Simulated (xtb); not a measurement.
xtb input:

```bash
xtb mol.xyz --gfn 1 --sp --chrg -1 --uhf 0
```
mol.xyz:
```
9

C     -0.24585069    -0.34108038     1.22837570
N     -0.18927909     0.50905008     0.02327978
C      0.24394995    -0.21855779    -1.14733787
H      0.75943835    -0.40606839     1.70778042
H     -0.90844575     0.14663035     1.96438018
H      0.42185334     1.33248557     0.10013528
H      1.23256580    -0.71731054    -1.04485805
H      0.30621961     0.45653183    -2.02146417
H     -0.47527326    -1.01779037    -1.35515913
```

Problem. What final total energy does it print?

Solution. -10.75018 Eh (GFN1-xTB).

It need not be the lowest isomer of its formula. Whether it binds its extra electron was not tested at this geometry.
